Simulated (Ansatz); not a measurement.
## CH₃AlO, SMILES O=[CH][AlH2]: an active-space calculation, step by step

With the Ansatz DFT code, driven from Python.

Interactive session:
```pycon
>>> import warnings
>>> import ansatz as az
>>> warnings.simplefilter("ignore", az.DeckWarning)
>>> geometry_ang = [
...     ("O", (0.2363, -1.7363, 0.9958)),
...     ("C", (-0.1288, -1.0599, -0.0102)),
...     ("Al", (0.0477, 0.9003, -0.0461)),
...     ("H", (-0.4426, -1.5605, -0.8837)),
...     ("H", (-0.3276, 1.7215, -1.3511)),
...     ("H", (0.6571, 1.671, 1.2492)),
... ]
>>> ch3alo = az.Crystal.molecule()
>>> for symbol, xyz in geometry_ang:
...     ch3alo = ch3alo.atom(symbol, xyz)
...
>>> calc = (
...     ch3alo.calculation()
...     .basis(gaussian="6-31G*")
...     .scf(lower_state_search="standard")
...     .correlation(active_electrons=4, active_orbitals=4)
... )
>>> for method in ["sc_nevpt2"]:
...     summary = (calc if method is None else calc.correlation(method)).run(threads=1, backend="cpu").report
...     space = summary["configurations"]
...     state = space["states"][0]
...     print(method or "casscf", f"total {summary['free_energy_ev'] / 27.211386246:.6f} Ha, active-space state {state['energy']['hartree']:.6f} Ha, mean field {summary['reference_energy_ev'] / 27.211386246:.6f} Ha")
...     print("  determinants", state["n_determinants"], " natural occupations", [round(n, 3) for n in space["natural_occupations"]])
...
sc_nevpt2 total -356.662607 Ha, active-space state -356.398832 Ha, mean field -356.318904 Ha
  determinants 36  natural occupations [1.976, 1.916, 0.084, 0.024]
>>> print("effectively unpaired electrons, sum of min(n, 2 - n):", round(sum(min(n, 2 - n) for n in space["natural_occupations"]), 3))
effectively unpaired electrons, sum of min(n, 2 - n): 0.217
```

These settings explore the input space; basis and method may be short of convergence. The geometry is a force-field or estimated start, not a minimum of this method, and the basis set is short of its limit. The active space starts as a window about the frontier orbitals and is then optimised, not chosen by chemistry. The whole script took 1.5 s on 1 thread of Arm Neoverse V2, with other jobs on the host, peak memory 0.16 GiB.
